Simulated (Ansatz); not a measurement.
`OCC(O)O` and `C=NC(O)O` differ in one atom or group.

Ansatz, PBE0-D4/def2-TZVP geometries, multiplicity 1. Each molecule was computed in one conformer, which needn't be the lowest.

| property | `OCC(O)O` |
| --- | --- |
| HOMO energy (ωB97M-V/def2-TZVPP) / eV | -10.51 |
| size of the dipole moment (PBE/def2-TZVPP) / D | 0.99 |
| LUMO energy (ωB97M-V/def2-TZVPP) / eV | 2.32 |
| HOMO energy (PBE/def2-TZVPP) / eV | -6.40 |
| LUMO energy (PBE/def2-TZVPP) / eV | -0.05 |
| LUMO energy (PBE0/def2-TZVPP) / eV | 0.85 |

Question: Give the same properties after the change, and the shifts. (Estimate.)

Answer: The calculation gave: 
```
                                      property  `C=NC(O)O`  shift
         HOMO energy (ωB97M-V/def2-TZVPP) / eV      -10.51   0.00
size of the dipole moment (PBE/def2-TZVPP) / D        2.19   1.20
         LUMO energy (ωB97M-V/def2-TZVPP) / eV        1.36  -0.96
             HOMO energy (PBE/def2-TZVPP) / eV       -6.64  -0.24
             LUMO energy (PBE/def2-TZVPP) / eV       -1.99  -1.94
            LUMO energy (PBE0/def2-TZVPP) / eV       -0.88  -1.73
```

With PBE0 the HOMO falls by 0.06 eV and the LUMO falls by 1.73 eV, so the gap narrows by about 1.67 eV. PBE moves the HOMO by -0.24 eV and ωB97M-V by 0.00 eV. Dipoles are sizes alone; their direction can turn.
